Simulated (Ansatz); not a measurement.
Worked example: the barrier

An elementary step of SiPH₇, singlet (SiH₄ + PH₃ → SiPH₅ ([SiH3][PH2]) + H₂; bonds formed: Si1–P7, H2–H6; bonds broken: Si1–H2, H6–P7). “Start” is the structure reached by relaxing down from the saddle towards the reactants; PBE0-D4/def2-TZVP structures. The saddle:

```
9
angstrom
Si -0.8633 0.6161 -0.3183
H -0.5344 -1.1513 -0.5354
H -1.2697 0.6807 -1.7548
H -1.9912 0.3132 0.5992
H -0.4655 2.0390 -0.0565
H 0.1826 -1.6147 0.3055
P 1.0236 -0.3863 0.7296
H 2.1816 0.0255 1.5108
H 1.7362 -0.5224 -0.4802
```

Program: Ansatz 0.2.0. Basis: def2-TZVPP and def2-QZVPP. Cores are frozen in the correlated methods.

Energies in eV:

| quantity | saddle | start |
| --- | --- | --- |
| Hartree–Fock, triple zeta (X = 3) | -17241.25557 | -17244.96549 |
| Hartree–Fock, quadruple zeta (X = 4) | -17241.79222 | -17245.49720 |
| MP2 correlation, X = 3 | -9.56999 | -8.62590 |
| MP2 correlation, X = 4 | -10.21844 | -9.23164 |
| CCSD(T) correlation, X = 3 | -11.38864 | -10.49528 |

Problem. Work out the barrier at the basis limit: extrapolate Hartree–Fock as E(X) = E∞ + A exp(−7.88 √X) and the MP2 correlation as E(X) = E∞ + B X^−2.97 (the exponents that Neese and Valeev fitted for def2-TZVPP and QZVPP), then add CCSD(T) − MP2 in triple zeta.

Solution. Each step is linear, so take the differences first (saddle − start): Hartree–Fock 3.70992 (X = 3) and 3.70498 (X = 4); MP2 correlation -0.94409 and -0.98680; CCSD(T) correlation -0.89336.
Two points give E∞ = E(4) + w [E(4) − E(3)], with w = 1/(exp(7.88 (2 − √3)) − 1) = 0.1377 for Hartree–Fock and w = 1/((4/3)^2.97 − 1) = 0.7407 for the correlation.
Hartree–Fock: 3.70498 + 0.1377 × (-0.00494) = 3.7043 eV.
MP2 correlation: -0.98680 + 0.7407 × (-0.04271) = -1.0184 eV.
CCSD(T) − MP2: -0.89336 − (-0.94409) = 0.0507 eV.
Sum: 3.7043 + (-1.0184) + 0.0507 = 2.7366 eV, or 63.11 kcal/mol. Plain CCSD(T) in triple zeta gives 2.8166 eV, so the larger basis shifts the result by -0.0800 eV.

T1 diagnostic: at most 0.015.

Labels in which every atom is bracketed show which atoms are joined, not bond orders.

For scale, one of the runs: CCSD(T)/def2-TZVPP, 182 basis functions, launched by `ansatz run in.yaml --threads 2 --pin off --events-out ev --progress --plain --max-ram 4352MiB`. Hardware: 2 CPU threads of an Intel Xeon, shared host. Wall time 18 s; peak host memory 1.7 GiB.
